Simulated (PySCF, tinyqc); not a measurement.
Worked calculation: coupled-perturbed Hartree-Fock on RHF in the sto-6g basis, for BH, spin multiplicity 1. The lowest restricted solution is unstable here: a spin-polarised one lies 0.0063 hartree lower (PySCF). One step of it, computed by the program tinyqc.

Problem. Iteration 1: building the Fock matrix. J_ij = sum D_kl (ij|kl), K_ij = sum D_kl (ik|jl); F = H + J - 0.5 K; E = tr D H + tr D J / 2 - 0.25 tr D K + E_nn.

D at the start:
```
            1B 1s      1B 2s    1B 2px    1B 2py     1B 2pz      2H 1s
1B 1s    2.154709  -0.587419  0.000000  0.000000  -0.019991   0.046074
1B 2s   -0.587419   2.225923  0.000000  0.000000   0.085523  -0.151985
1B 2px   0.000000   0.000000  0.000000  0.000000   0.000000   0.000000
1B 2py   0.000000   0.000000  0.000000  0.000000   0.000000   0.000000
1B 2pz  -0.019991   0.085523  0.000000  0.000000   2.097470  -0.177295
2H 1s    0.046074  -0.151985  0.000000  0.000000  -0.177295   0.024434
```

core Hamiltonian H = T + V (hartree):
```
             1B 1s      1B 2s     1B 2px     1B 2py     1B 2pz      2H 1s
1B 1s   -12.763643  -3.162614   0.000000   0.000000  -0.010064  -0.287513
1B 2s    -3.162614  -3.693105   0.000000   0.000000  -0.094985  -0.846853
1B 2px    0.000000   0.000000  -2.922575   0.000000   0.000000   0.000000
1B 2py    0.000000   0.000000   0.000000  -2.922575   0.000000   0.000000
1B 2pz   -0.010064  -0.094985   0.000000   0.000000  -2.982065  -0.887387
2H 1s    -0.287513  -0.846853   0.000000   0.000000  -0.887387  -2.063582
```

Two-electron integrals (ij|kl) in chemists' order, unique and non-zero (hartree):
```
(11|11) 2.924993   (21|11) 0.480756   (21|21) 0.099484   (22|11) 0.743449
(22|21) 0.188967   (22|22) 0.544922   (31|31) 0.021096   (32|31) 0.030854
(32|32) 0.120443   (33|11) 0.743450   (33|21) 0.188967   (33|22) 0.544922
(33|33) 0.587109   (41|41) 0.021096   (42|41) 0.030854   (42|42) 0.120443
(43|43) 0.031641   (44|11) 0.743450   (44|21) 0.188967   (44|22) 0.544922
(44|33) 0.523827   (44|44) 0.587109   (51|51) 0.021096   (52|51) 0.030854
(52|52) 0.120443   (53|53) 0.031641   (54|54) 0.031641   (55|11) 0.743450
(55|21) 0.188967   (55|22) 0.544922   (55|33) 0.523827   (55|44) 0.523827
(55|55) 0.587109   (61|11) 0.044473   (61|21) 0.008936   (61|22) 0.016901
(61|33) 0.016811   (61|44) 0.016811   (61|51) 0.000706   (61|52) 0.001366
(61|55) 0.017081   (61|61) 0.000833   (62|11) 0.135822   (62|21) 0.035296
(62|22) 0.115765   (62|33) 0.112262   (62|44) 0.112262   (62|51) 0.004066
(62|52) 0.026178   (62|55) 0.122771   (62|61) 0.003391   (62|62) 0.038361
(63|31) 0.003227   (63|32) 0.015692   (63|53) 0.004579   (63|63) 0.003561
(64|41) 0.003227   (64|42) 0.015692   (64|54) 0.004579   (64|64) 0.003561
(65|11) 0.140825   (65|21) 0.037026   (65|22) 0.127338   (65|33) 0.120962
(65|44) 0.120962   (65|51) 0.006760   (65|52) 0.041263   (65|55) 0.140091
(65|61) 0.003697   (65|62) 0.048951   (65|65) 0.064789   (66|11) 0.318429
(66|21) 0.084275   (66|22) 0.312206   (66|33) 0.296246   (66|44) 0.296246
(66|51) 0.009822   (66|52) 0.086911   (66|55) 0.344124   (66|61) 0.008178
(66|62) 0.143649   (66|65) 0.197127   (66|66) 0.774999
```

nuclear repulsion = 1.59582995 hartree

Give: Coulomb J; exchange K; Fock matrix F; total energy of this density.

Solution.

Coulomb J (hartree):
```
         1B 1s    1B 2s  1B 2px  1B 2py   1B 2pz   2H 1s
1B 1s   8.8726   1.7150  0.0000  0.0000   0.0011  0.1569
1B 2s   1.7150   3.6647  0.0000  0.0000  -0.0010  0.7455
1B 2px  0.0000   0.0000  3.6233  0.0000   0.0000  0.0000
1B 2py  0.0000   0.0000  0.0000  3.6233   0.0000  0.0000
1B 2pz  0.0011  -0.0010  0.0000  0.0000   3.7473  0.8113
2H 1s   0.1569   0.7455  0.0000  0.0000   0.8113  1.9244
```

exchange K (hartree):
```
         1B 1s   1B 2s  1B 2px  1B 2py  1B 2pz   2H 1s
1B 1s   6.0045  1.0239  0.0000  0.0000  0.0001  0.1034
1B 2s   1.0239  1.4177  0.0000  0.0000  0.0032  0.2754
1B 2px  0.0000  0.0000  0.3377  0.0000  0.0000  0.0000
1B 2py  0.0000  0.0000  0.0000  0.3377  0.0000  0.0000
1B 2pz  0.0001  0.0032  0.0000  0.0000  1.4487  0.2763
2H 1s   0.1034  0.2754  0.0000  0.0000  0.2763  0.1334
```

Fock matrix F (hartree):
```
          1B 1s    1B 2s  1B 2px  1B 2py   1B 2pz    2H 1s
1B 1s   -6.8933  -1.9596  0.0000  0.0000  -0.0090  -0.1823
1B 2s   -1.9596  -0.7373  0.0000  0.0000  -0.0975  -0.2390
1B 2px   0.0000   0.0000  0.5319  0.0000   0.0000   0.0000
1B 2py   0.0000   0.0000  0.0000  0.5319   0.0000   0.0000
1B 2pz  -0.0090  -0.0975  0.0000  0.0000   0.0409  -0.2142
2H 1s   -0.1823  -0.2390  0.0000  0.0000  -0.2142  -0.2059
```

total energy of this density = -24.293314 hartree
